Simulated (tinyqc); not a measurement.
Extended Hueckel theory, for LiH, step by step. One step of it, computed by the program tinyqc.

Problem. Wolfsberg-Helmholz matrix. H_ij = K' S_ij (H_ii + H_jj)/2 for i != j (the diagonal keeps H_ii), with K' = K + D^2 + D^4 (1 - K), D = (H_ii - H_jj)/(H_ii + H_jj), K = 1.75.

overlap S, lower triangle:
```
           1Li 2s   1Li 2px   1Li 2py   1Li 2pz     2H 1s
1Li 2s   1.000000
1Li 2px  0.000000  1.000000
1Li 2py  0.000000  0.000000  1.000000
1Li 2pz  0.000000  0.000000  0.000000  1.000000
2H 1s    0.367005  0.000000  0.000000  0.484812  1.000000
```

diagonal H_ii (eV): 1Li 2s -5.400000, 1Li 2px -3.500000, 1Li 2py -3.500000, 1Li 2pz -3.500000, 2H 1s -13.600000

K = 1.750000

Give: H.

Solution.

H (eV), lower triangle:
```
          1Li 2s  1Li 2px  1Li 2py  1Li 2pz     2H 1s
1Li 2s   -5.4000
1Li 2px   0.0000  -3.5000
1Li 2py   0.0000   0.0000  -3.5000
1Li 2pz   0.0000   0.0000   0.0000  -3.5000
2H 1s    -6.6601   0.0000   0.0000  -8.3217  -13.6000
```
